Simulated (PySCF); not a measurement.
# C₃H₄FN: NMR shifts and spin-spin couplings

What NMR shifts and spin-spin couplings should C₃H₄FN (`FCC1=NC1`) show?

The runs use PySCF 2.14.0, with density-fitted response routines of our own; the level of theory stands in each step. All values are computed, except where a source is named. Atoms count from 0, in the outputs and in this text.

**1. The molecule as given**

9 atoms, charge 0, multiplicity 1; geometry from: GFN2-xTB, dihedral held. The dihedral F0–C1–C2–C4 is held at 150°.

Bonds of the start (Å): F0–C1 1.37, C1–C2 1.46, C2–N3 1.25, N3–C4 1.50, C4–C2 1.46, C1–H5 1.10, C1–H6 1.10, C4–H7 1.08, C4–H8 1.08.

**2. Shielding tensors: PBE0/pcSseg-1**

The job: settings as JSON, then the geometry in Å.

```
{"job": {"kind": "nmr", "xc": "PBE0", "basis": "pcSseg-1", "pop": false}, "charge": 0, "multiplicity": 1}
F      1.493697     0.534018     1.249444
C      1.279676    -0.208067     0.118677
C     -0.127737    -0.213107    -0.277346
N     -1.326438    -0.037305     0.045615
C     -1.045617    -0.300453    -1.403137
H      1.615642    -1.233103     0.329044
H      1.899475     0.228684    -0.675421
H     -1.152877     0.531842    -2.086078
H     -1.328579    -1.268698    -1.794027
```

Method: GIAO PBE0/pcSseg-1 NMR shielding, non-relativistic, gas phase.

What it wrote:

```text
coarse grid: 7888 points
cycle   1  E = -270.8158654772  dE =  7.708e-01  |g| = 5.182e-01  |ddm| = 2.662e+00
cycle   2  E = -270.7216736841  dE =  9.419e-02  |g| = 8.930e-01  |ddm| = 9.311e-01
cycle   3  E = -270.8649057703  dE = -1.432e-01  |g| = 1.188e-01  |ddm| = 6.102e-01
cycle   4  E = -270.8670066397  dE = -2.101e-03  |g| = 6.152e-02  |ddm| = 1.065e-01
cycle   5  E = -270.8677515961  dE = -7.450e-04  |g| = 6.532e-03  |ddm| = 4.230e-02
cycle   6  E = -270.8677601613  dE = -8.565e-06  |g| = 2.398e-03  |ddm| = 8.773e-03
final grid: 77712 points
cycle   7  E = -270.9029102563  dE = -2.421e-05  |g| = 5.309e-03  |ddm| = 1.801e-02
cycle   8  E = -270.9029080555  dE =  2.201e-06  |g| = 6.662e-03  |ddm| = 7.484e-03
cycle   9  E = -270.9029161209  dE = -8.065e-06  |g| = 7.311e-04  |ddm| = 4.031e-03
cycle  10  E = -270.9029162082  dE = -8.730e-08  |g| = 2.065e-04  |ddm| = 6.409e-04
cycle  11  E = -270.9029162125  dE = -4.357e-09  |g| = 1.409e-04  |ddm| = 2.021e-04
cycle  12  E = -270.9029162166  dE = -4.059e-09  |g| = 1.927e-05  |ddm| = 9.859e-05
cycle  13  E = -270.9029162167  dE = -6.821e-11  |g| = 5.360e-06  |ddm| = 1.743e-05
converged SCF energy = -270.9029162167

GIAO shielding tensors (ppm)
atom      isotropic    diamagn.    paramagn.     s11        s22        s33       span
  0 F      430.910     471.519     -40.609    410.234    425.945    456.551     46.318
  1 C      103.520     240.140    -136.620     70.999     81.126    158.434     87.435
  2 C       12.522     255.207    -242.685   -161.848     52.605    146.809    308.657
  3 N      -56.220     324.845    -381.065   -373.681    -92.042    297.063    670.744
  4 C      166.686     254.094     -87.408    109.678    151.203    239.177    129.499
  5 H       25.458      26.644      -1.186     22.338     24.541     29.494      7.155
  6 H       25.398      26.891      -1.493     21.056     24.714     30.424      9.368
  7 H       30.585      30.529       0.055     25.265     27.654     38.834     13.569
  8 H       30.370      30.248       0.122     25.333     27.330     38.448     13.115
```

It took 7.1 s on 1 thread, shared host.

The references, computed at this level on geometries of the same kind, shield at (ppm): 1H TMS 31.72, 13C TMS 186.9, 19F CFCl3 170.9, 15N NH3 267.7. Their shielding less the atom's gives the shift. The references are single molecules in the gas phase, so shifts against H2O, NH3, PH3, H3PO4 or CFCl3 are not on the usual liquid scales and can be off by tens of ppm. Each atom is listed at this fixed geometry, with no averaging over motion; a spectrum would average atoms that exchange fast.

```tsv
atoms	environment	σ (ppm)	δ (ppm)
C2	C=N carbon	12.5	174.4
C1	sp3 CH2 bonded to F	103.5	83.4
C4	three-membered-ring carbon	166.7	20.2
H6	hydrogen on an sp3 CH2 bonded to F	25.40	6.32
H5	hydrogen on an sp3 CH2 bonded to F	25.46	6.26
H8	hydrogen on a three-membered-ring carbon	30.37	1.35
H7	hydrogen on a three-membered-ring carbon	30.58	1.13
F0	fluorine on an sp3 carbon	430.9	-260.0
N3	imine nitrogen	-56.2	323.9
```

Ring of atoms C2, N3, C4: NICS(0) -31.9, NICS(1) -8.8, NICS(1)zz -19.1 ppm (means of both faces).

In rings of three or four atoms NICS is ruled by the nearby σ bonds, so it says little on aromaticity.

**3. Spin-spin couplings: B3LYP/pcJ-1**

Same as in step 2 but for these lines:

```diff
@@ -1,2 +1,2 @@
-{"job": {"kind": "nmr", "xc": "PBE0", "basis": "pcSseg-1", "pop": false}, "charge": 0, "multiplicity": 1}
+{"job": {"kind": "j", "xc": "B3LYP", "basis": "pcJ-1"}, "charge": 0, "multiplicity": 1}
 F      1.493697     0.534018     1.249444
```

With the program's defaults for keys left out, this is: B3LYP/pcJ-1 indirect spin-spin coupling, non-relativistic, gas phase.

What it wrote:

```text
coarse grid: 7888 points
cycle   1  E = -271.1356958990  dE =  7.182e-01  |g| = 5.576e-01  |ddm| = 2.506e+00
cycle   2  E = -271.0076008028  dE =  1.281e-01  |g| = 1.016e+00  |ddm| = 1.029e+00
cycle   3  E = -271.1883165506  dE = -1.807e-01  |g| = 1.458e-01  |ddm| = 6.814e-01
cycle   4  E = -271.1913107434  dE = -2.994e-03  |g| = 8.032e-02  |ddm| = 1.280e-01
cycle   5  E = -271.1925427305  dE = -1.232e-03  |g| = 1.109e-02  |ddm| = 5.306e-02
cycle   6  E = -271.1925676337  dE = -2.490e-05  |g| = 3.224e-03  |ddm| = 1.228e-02
cycle   7  E = -271.1925699486  dE = -2.315e-06  |g| = 3.824e-04  |ddm| = 2.965e-03
final grid: 77712 points
cycle   8  E = -271.2346773875  dE = -9.419e-05  |g| = 5.915e-03  |ddm| = 1.210e-02
cycle   9  E = -271.2346724077  dE =  4.980e-06  |g| = 8.202e-03  |ddm| = 8.864e-03
cycle  10  E = -271.2346837874  dE = -1.138e-05  |g| = 9.725e-04  |ddm| = 5.104e-03
cycle  11  E = -271.2346838780  dE = -9.064e-08  |g| = 6.658e-04  |ddm| = 1.008e-03
cycle  12  E = -271.2346839562  dE = -7.823e-08  |g| = 2.842e-04  |ddm| = 5.111e-04
cycle  13  E = -271.2346839718  dE = -1.555e-08  |g| = 1.316e-05  |ddm| = 1.862e-04
cycle  14  E = -271.2346839718  dE = -2.183e-11  |g| = 6.381e-06  |ddm| = 1.510e-05
converged SCF energy = -271.2346839718

Indirect spin-spin couplings (Hz)
  i      j    bonds     total        FC       PSO       DSO        SD
  0 F    1 C    1   -242.068  -292.330    27.367     0.667    22.229
  0 F    2 C    2     20.348    23.098    -2.825     0.038     0.037
  0 F    3 N    3      4.476     3.360     0.717     0.063     0.336
  0 F    4 C    3      3.183     3.362    -0.298    -0.353     0.471
  0 F    5 H    2     51.343    45.273    10.994    -1.371    -3.553
  0 F    6 H    2     54.494    48.699    10.852    -1.356    -3.701
  0 F    7 H    4     -2.480    -2.482     1.348    -1.005    -0.341
  0 F    8 H    4      3.773     3.476     1.495    -1.389     0.190
  1 C    2 C    1     75.586    76.718    -1.991     0.307     0.551
  1 C    3 N    2     -2.483    -2.916     0.492     0.041    -0.099
  1 C    4 C    2      4.076     4.182    -0.262    -0.053     0.209
  1 C    5 H    1    154.348   153.504    -0.314     0.997     0.161
  1 C    6 H    1    163.876   163.062    -0.360     1.002     0.173
  1 C    7 H    3     -1.762    -1.714     0.145    -0.220     0.027
  1 C    8 H    3     -1.782    -1.757     0.201    -0.237     0.012
  2 C    3 N    1      8.794     1.842     9.053    -0.054    -2.047
  2 C    4 C    1     25.298    26.864    -1.290     0.198    -0.474
  2 C    5 H    2     -6.280    -6.230    -0.220     0.039     0.131
  2 C    6 H    2     -4.884    -4.634    -0.355     0.027     0.079
  2 C    7 H    2     -2.863    -2.440     0.219    -0.350    -0.292
  2 C    8 H    2     -2.253    -1.845     0.154    -0.347    -0.215
  3 N    4 C    1     13.414    13.815    -0.297    -0.043    -0.060
  3 N    5 H    3     -2.002    -2.048    -0.065     0.170    -0.060
  3 N    6 H    3     -1.777    -1.896    -0.109     0.221     0.007
  3 N    7 H    2     -3.649    -3.662    -0.385     0.179     0.219
  3 N    8 H    2     -3.387    -3.396    -0.318     0.182     0.145
  4 C    5 H    3      0.141     0.134     0.195    -0.275     0.087
  4 C    6 H    3      1.556     1.519     0.005    -0.102     0.135
  4 C    7 H    1    185.201   183.729     0.293     0.790     0.389
  4 C    8 H    1    186.151   184.666     0.306     0.787     0.392
  5 H    6 H    2    -18.246   -18.584     2.312    -2.298     0.324
  5 H    7 H    4     -1.170    -1.062     1.471    -1.574    -0.005
  5 H    8 H    4     -1.046    -0.960     0.364    -0.458     0.007
  6 H    8 H    4     -0.829    -0.745     0.883    -0.969     0.002
  7 H    8 H    2      9.842     9.576     3.389    -3.274     0.152
```

Run time: 26 s. Hardware: 1 thread, shared host.

Couplings of 1 Hz or more, nine at most for each number of bonds (isotopes 13C, 19F, 1H, 15N):

```tsv
pair	bonds	J (Hz)	Fermi contact (Hz)	dihedral (°)
F0–C1	1	-242.1	-292.3	–
C4–H8	1	186.2	184.7	–
C4–H7	1	185.2	183.7	–
C1–H6	1	163.9	163.1	–
C1–H5	1	154.3	153.5	–
C1–C2	1	75.6	76.7	–
C2–C4	1	25.3	26.9	–
N3–C4	1	13.4	13.8	–
C2–N3	1	8.8	1.8	–
F0–H6	2	54.5	48.7	–
F0–H5	2	51.3	45.3	–
F0–C2	2	20.3	23.1	–
H5–H6	2	-18.2	-18.6	–
H7–H8	2	9.8	9.6	–
C2–H5	2	-6.3	-6.2	–
C2–H6	2	-4.9	-4.6	–
C1–C4	2	4.1	4.2	–
N3–H7	2	-3.6	-3.7	–
F0–N3	3	4.5	3.4	-20
F0–C4	3	3.2	3.4	150
N3–H5	3	-2.0	-2.0	100
C1–H8	3	-1.8	-1.8	84
N3–H6	3	-1.8	-1.9	-139
C1–H7	3	-1.8	-1.7	-73
C4–H6	3	1.6	1.5	31
F0–H8	4	3.8	3.5	–
F0–H7	4	-2.5	-2.5	–
H5–H7	4	-1.2	-1.1	–
H5–H8	4	-1.0	-1.0	–
```

Quadrupole couplings from the field gradients of the same density:

```tsv
atom	isotope	eQq/h (MHz)	η
N3	14N	-3.271	0.43
```

**4. Summary of results**

```
                                   quantity                       value
     13C shifts against TMS (PBE0/pcSseg-1)       174.4, 83.4, 20.2 ppm
      1H shifts against TMS (PBE0/pcSseg-1)  6.32, 6.26, 1.35, 1.13 ppm
   19F shifts against CFCl3 (PBE0/pcSseg-1)                  -260.0 ppm
     15N shifts against NH3 (PBE0/pcSseg-1)                   323.9 ppm
largest coupling of the table (B3LYP/pcJ-1)    1J(F,C) F0–C1, -242.1 Hz
```

What this shows: Shifts at one fixed geometry are not the observed spectrum, which averages over the motion. The geometry holds a dihedral fixed, so it need not be a minimum. At PBE0/pcSseg-1: The largest span, 671 ppm, is at N3, where the paramagnetic term is -381 ppm. Of the pairs tabulated at B3LYP/pcJ-1, F0–C1 couples most strongly (-242.1 Hz; Fermi contact -292.3 Hz).
